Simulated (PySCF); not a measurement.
Ionisation energy of B by level of theory

B [He] 2s2 2p1 [2p1/2^1, M_J = 1/2] → B⁺ [He] 2s2, as a difference of total energies. All numbers are calculated (PySCF 2.14, the two-component X2C-1e Hamiltonian, in an uncontracted even-tempered set (20 s from 0.019 bohr⁻², ratio 2.4; 12 p from 0.025 bohr⁻², ratio 2.4; 6 d from 0.3 bohr⁻², ratio 2.6; 6 f from 0.46 bohr⁻², ratio 2.6)). Correlated levels: nothing frozen; the 30 highest virtual spinors dropped. "Screened" scales the spin-orbit matrix elements by Boettger's factors to mimic the two-electron term; Breit and QED terms are absent.

| method | ionisation energy (eV) |
| --- | --- |
| GHF (spin-free) | 8.062 |
| GMP2 (spin-free) | 8.281 |
| GHF (screened spin-orbit) | 8.064 |
| GMP2 (screened spin-orbit) | 8.283 |

Problem. How much does correlation contribute at GMP2 (screened spin-orbit)?

Solution. 8.283 − (8.064) = 0.219 eV, measured against GHF (screened spin-orbit).

The determinant of B mixes levels of different J (the jj label is only the starting occupation), so the difference between spin-free and spin-orbit rows is not the physical spin-orbit shift.

For comparison: 8.298 eV (measured; NIST Atomic Spectra Database, ionization energies).
